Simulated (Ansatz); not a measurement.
Input file:

```yaml
crystal:
  periodic: [false, false, false]
  atoms:
    - {symbol: Si, position_ang: [0.000000, 0.000000, 0.373060]}
    - {symbol: Mg, position_ang: [0.000000, 0.000000, -2.450748]}
    - {symbol: H, position_ang: [0.000000, 0.000000, 2.077688]}
basis:
  gaussian: {orbitals: 6-31G}
magnetization: {spin_polarized: false, initial_magnetization: 3}
correlation: {method: ccsdtq, electrons: outside_noble_gas}
```

```sh
$ ansatz run in.yaml --threads 1 --pin off --events-out ev --progress --plain --max-ram 2393MiB
```

Question: Roughly how long does this take on 1 thread of Arm Neoverse V1, shared host, and how much host memory?

Answer: 14 s wall and 0.16 GiB.

```
542 factors; integrals over basis functions are off by at most 1.4e-7 eV
mean field evaluation 1: about -13305.3451 eV, gradient 5.2e0 eV
mean field evaluation 2: about -13305.3525 eV, gradient 5.2e0 eV
mean field evaluation 4: about -13305.9589 eV, gradient 1.5e0 eV
mean field evaluation 8: about -13306.0329 eV, gradient 2.4e-2 eV
mean field evaluation 16: about -13305.9410 eV, gradient 1.5e0 eV
mean field evaluation 32: about -13303.4132 eV, gradient 3.1e0 eV
mean field evaluation 64: about -13303.0484 eV, gradient 2.8e-1 eV
mean field -13306.03288840 eV, -488.9876894955 hartree, gradient 1.5e-6 eV, S^2 3.750000; 2 other end points of the search recorded, 0 dependent functions left out
determinant -13306.03288840 eV, -488.9876894955 hartree, with singles and doubles -13307.80057334 eV, -489.0526507191 hartree
determinant -13303.75711933 eV, -488.9040565247 hartree, with singles and doubles -13305.20148842 eV, -488.9571361101 hartree
determinant -13303.37188253 eV, -488.8898993335 hartree, with singles and doubles -13305.14147223 eV, -488.9549305555 hartree
10 core orbitals not correlated: weight in the atoms' cores, before any rotation towards them, 1.000 or more for the frozen orbitals, at most 0.000 for the correlated occupied ones
reference -13306.03288840 eV, -488.9876894955 hartree; 5, 2 occupied and 13, 16 virtual orbitals, 542 factors
second order -1.11882394 eV of doubles, -0.07103368 eV of singles
cycle   1  -1.51333364 eV  change   -3.2e-1 eV  update   8.1e-2
cycle   2  -1.75570108 eV  change   -2.4e-1 eV  update   4.5e-2
cycle   3  -1.82152127 eV  change   -6.6e-2 eV  update   2.6e-2
cycle   4  -1.83713959 eV  change   -1.6e-2 eV  update   1.4e-2
cycle   5  -1.84225499 eV  change   -5.1e-3 eV  update   7.6e-3
cycle   6  -1.84665148 eV  change   -4.4e-3 eV  update   5.1e-3
cycle   7  -1.84565102 eV  change    1.0e-3 eV  update   2.4e-3
cycle   8  -1.84614623 eV  change   -5.0e-4 eV  update   1.7e-3
cycle   9  -1.84701291 eV  change   -8.7e-4 eV  update   6.5e-4
cycle  10  -1.84667225 eV  change    3.4e-4 eV  update   4.6e-4
cycle  11  -1.84658889 eV  change    8.3e-5 eV  update   2.4e-4
cycle  12  -1.84658752 eV  change    1.4e-6 eV  update   7.8e-5
cycle  13  -1.84659716 eV  change   -9.6e-6 eV  update   3.7e-5
cycle  14  -1.84662889 eV  change   -3.2e-5 eV  update   2.1e-5
cycle  15  -1.84663831 eV  change   -9.4e-6 eV  update   7.9e-6
cycle  16  -1.84663812 eV  change    1.9e-7 eV  update   4.1e-6
cycle  17  -1.84663624 eV  change    1.9e-6 eV  update   2.4e-6
cycle  18  -1.84663496 eV  change    1.3e-6 eV  update   1.3e-6
cycle  19  -1.84663477 eV  change    1.9e-7 eV  update   8.7e-7
Total energy: -13307.87952317 eV, -489.0555520716 hartree
```

For the same geometry and basis full CI lies 0.1 meV higher.
